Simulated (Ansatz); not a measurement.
## BF⁺, doublet: the ladder up to full CI

Geometry: that of the BF, singlet, kept fixed.

| atom | x (Å) | y (Å) | z (Å) |
| --- | --- | --- | --- |
| B | 0.0000 | 0.0000 | 0.0000 |
| F | 0.0000 | 0.0000 | 1.2631 |

Basis 6-31G; Ansatz 0.2.0. Correlated methods freeze the noble-gas cores, which leaves 9 electrons in 16 orbitals. Prefix R: restricted or restricted open-shell reference; prefix U: unrestricted. Active spaces: valence = (9e, 8o) chosen from the atoms' valence shells.

Full CI is exact within this basis and frozen core; it isn't the basis-set limit. The frozen core follows each run's orbitals, which can shift R against U totals by a few meV.

For open shells CISD and CISDTQ are restricted-active-space CI with the open shells as a complete middle space.

The UHF ⟨S²⟩ is 0.755, the T1 diagnostic (RCCSD) is 0.0295 and the largest doubles amplitude (RCCSD) is 0.042. The T1 diagnostic (UCCSD) is 0.0260.

| level | E − E(RHF) (eV) |
| --- | --- |
| UHF | -0.0269 |
| RMP2 | -4.2866 |
| UMP2 | -4.3099 |
| RCCSD | -4.2969 |
| UCCSD | -4.2955 |
| RCCSD(T) | -4.4341 |
| UCCSD(T) | -4.4340 |

Estimate how far full CI in 6-31G lies from RCCSD(T). The table doesn't fix it; the size of (T) and the diagnostics are the guide.

Full CI in 6-31G lies 1.9 kJ/mol below RCCSD(T), which is 14 % of the (T) step (-13.2 kJ/mol). The diagnostics are small and one determinant leads, so the series closes fast and only a small part of (T) is left.

The other levels:

```csv
level,E − E(full CI) (kJ/mol),share of correlation (%),wall time
CISD,30.4,92.92,1.8 s
BCCD(T),1.1,99.73,2.3 s
RCCSDT,0.4,99.91,–
UCCSDT,0.4,99.90,–
CISDTQ,1.3,99.70,8 s
RCCSDT(Q),0.3,99.93,9.5 s
UCCSDT(Q),-0.6,100.13,9 s
RCCSDTQ,-0.2,100.05,82 s
UCCSDTQ,-0.2,100.05,84 s
CASSCF (valence space),136.2,68.29,–
NEVPT2 (valence space),31.8,92.59,5.5 s
MRCISD (valence space),6.4,98.51,–
MRCISD+Q (valence space),4.4,98.98,9 s
```

The correlation energy at full CI, counted from RHF, is -4.454 eV. That run took 41 s on 1 thread of AMD EPYC, shared host over 1,989,600 determinants.

Times hold each run's SCF and search for its determinant on a shared host, so for small cases they say little of a method's own cost; they ran on 1 thread of AMD EPYC.

More than 5 meV below full CI, which no variational method can be: UCCSDT(Q).

The full-CI state has the irrep A1 of C2v, in the program's axes (one component, if the state is degenerate).

Natural occupations of full CI about the gap: 1.991 1.969 1.963 1.963 0.997 0.034 0.034 0.025 0.009 0.005; effectively unpaired electrons, Σ n²(2−n)², 1.03.
